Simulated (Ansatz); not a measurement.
## Worked example: the barrier

An elementary step of Si2H7F, closed shell (Si₂H₆ ([SiH3][SiH3]) + HF → SiH₃F ([F][SiH3]) + SiH₄; bonds formed: Si1–F7, Si2–H6; bonds broken: Si1–Si2, H6–F7). “Start” is the structure reached by relaxing down from the saddle towards the reactants; PBE0-D4/def2-TZVP structures. The saddle:

```json
{"atom": "Si1", "x (Å)": "-0.9508", "y (Å)": "0.7042", "z (Å)": "-0.3045"}
{"atom": "Si2", "x (Å)": "0.9260", "y (Å)": "-0.9900", "z (Å)": "0.1434"}
{"atom": "H3", "x (Å)": "-1.2460", "y (Å)": "-0.5238", "z (Å)": "-1.1293"}
{"atom": "H4", "x (Å)": "-2.1086", "y (Å)": "0.7833", "z (Å)": "0.6091"}
{"atom": "H5", "x (Å)": "-0.7696", "y (Å)": "1.7587", "z (Å)": "-1.3227"}
{"atom": "H6", "x (Å)": "0.5195", "y (Å)": "0.6932", "z (Å)": "0.7108"}
{"atom": "F7", "x (Å)": "0.0893", "y (Å)": "1.7777", "z (Å)": "0.9577"}
{"atom": "H8", "x (Å)": "2.1390", "y (Å)": "-0.9395", "z (Å)": "1.0109"}
{"atom": "H9", "x (Å)": "0.0548", "y (Å)": "-2.1021", "z (Å)": "0.5922"}
{"atom": "H10", "x (Å)": "1.3463", "y (Å)": "-1.1619", "z (Å)": "-1.2677"}
```

Computed with Ansatz 0.2.0 (basis: def2-TZVPP and def2-QZVPP); correlated methods freeze the cores.

Energies in eV:

| quantity | saddle | start |
| --- | --- | --- |
| Hartree–Fock, triple zeta (X = 3) | -18540.21068 | -18542.63915 |
| Hartree–Fock, quadruple zeta (X = 4) | -18540.84289 | -18543.26066 |
| MP2 correlation, X = 3 | -15.41381 | -14.68638 |
| MP2 correlation, X = 4 | -16.65325 | -15.91139 |
| CCSD(T) correlation, X = 3 | -17.19220 | -16.54759 |

Question: Work out the barrier at the basis limit: extrapolate Hartree–Fock as E(X) = E∞ + A exp(−7.88 √X) and the MP2 correlation as E(X) = E∞ + B X^−2.97 (the exponents that Neese and Valeev fitted for def2-TZVPP and QZVPP), then add CCSD(T) − MP2 in triple zeta.

Answer: Each step is linear, so take the differences first (saddle − start): Hartree–Fock 2.42847 (X = 3) and 2.41777 (X = 4); MP2 correlation -0.72743 and -0.74186; CCSD(T) correlation -0.64461.
Two points give E∞ = E(4) + w [E(4) − E(3)], with w = 1/(exp(7.88 (2 − √3)) − 1) = 0.1377 for Hartree–Fock and w = 1/((4/3)^2.97 − 1) = 0.7407 for the correlation.
Hartree–Fock: 2.41777 + 0.1377 × (-0.01070) = 2.4163 eV.
MP2 correlation: -0.74186 + 0.7407 × (-0.01443) = -0.7525 eV.
CCSD(T) − MP2: -0.64461 − (-0.72743) = 0.0828 eV.
Sum: 2.4163 + (-0.7525) + 0.0828 = 1.7466 eV, or 40.28 kcal/mol. Plain CCSD(T) in triple zeta gives 1.7839 eV, so the larger basis shifts the result by -0.0373 eV.

No T1 diagnostic of these runs exceeds 0.015.

Labels in which every atom is bracketed show which atoms are joined, not bond orders.

For scale, one of the runs: CCSD(T)/def2-TZVPP, 213 basis functions, launched by `ansatz run in.yaml --threads 4 --pin off --events-out ev --progress --plain --max-ram 9574MiB`. Time: 35 s of wall clock on 4 CPU threads of an Arm Neoverse V1; the host was shared. Peak host memory: 2.9 GiB.
